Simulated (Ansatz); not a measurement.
# BH3OS: small, medium and large basis sets

An exercise on one series of results from a longer session: the logs are not shown, and one member is left open.

Method: one geometry, several basis sets; program: Ansatz 0.2.0, Gaussian basis.

Levels to be run: PBE0-D4/def2-SVP; ωB97M-V/def2-SVP; PBE0-D4/def2-QZVPP; ωB97M-V/def2-QZVPP; the functionals' def2-TZVPP values are taken from earlier runs.

## The geometry

An earlier PBE0-D4 in a triple-zeta def2 set relaxation fixed the geometry.

SMILES `OBS`, 6 atoms, charge 0, spin multiplicity 1.

Atoms are counted from 1 here; the program's logs count them from 0.

Bond lengths: O1–B2 1.351 Å, O1–H4 0.961 Å, B2–S3 1.813 Å, B2–H5 1.193 Å, S3–H6 1.340 Å. Angles: B2–O1–H4 115.3°, O1–B2–S3 121.4°, O1–B2–H5 118.0°, S3–B2–H5 120.6°, B2–S3–H6 96.0°.

The first run:

in.yaml reads:

```yaml
crystal:
  periodic: [false, false, false]
  atoms:
    - {symbol: O, position_ang: [-1.104433, -0.090357, -1.001808]}
    - {symbol: B, position_ang: [0.054637, 0.169675, -0.358106]}
    - {symbol: S, position_ang: [0.336897, -0.392492, 1.342095]}
    - {symbol: H, position_ang: [-1.753104, -0.587079, -0.495385]}
    - {symbol: H, position_ang: [0.894345, 0.783624, -0.941867]}
    - {symbol: H, position_ang: [1.571657, 0.116628, 1.455072]}
basis:
  gaussian: {orbitals: def2-SVP}
hamiltonian: {xc: pbe0, dispersion: d4}
output: {orbitals: {seedname: orbitals}}
```

Among the steps run: PBE0-D4 in def2-SVP; ωB97M-V in def2-SVP; PBE0-D4 in def2-QZVPP; ωB97M-V in def2-QZVPP.

One table of the session follows, with a row left open; its other results are not shown here.

It belongs to the step «Functionals by basis». 

```
functional       basis  HOMO (eV)  LUMO (eV)
   PBE0-D4    def2-SVP          ?          ?
   PBE0-D4  def2-TZVPP      -7.90      -0.05
   PBE0-D4  def2-QZVPP      -7.93      -0.15
   ωB97M-V    def2-SVP      -9.89       2.40
   ωB97M-V  def2-TZVPP     -10.09       1.81
   ωB97M-V  def2-QZVPP     -10.13       1.39
```

**Question.** Estimate the row for PBE0-D4, def2-SVP.

As computed: HOMO (eV): -7.74; LUMO (eV): 0.28. In the column «HOMO (eV)» it is the highest.
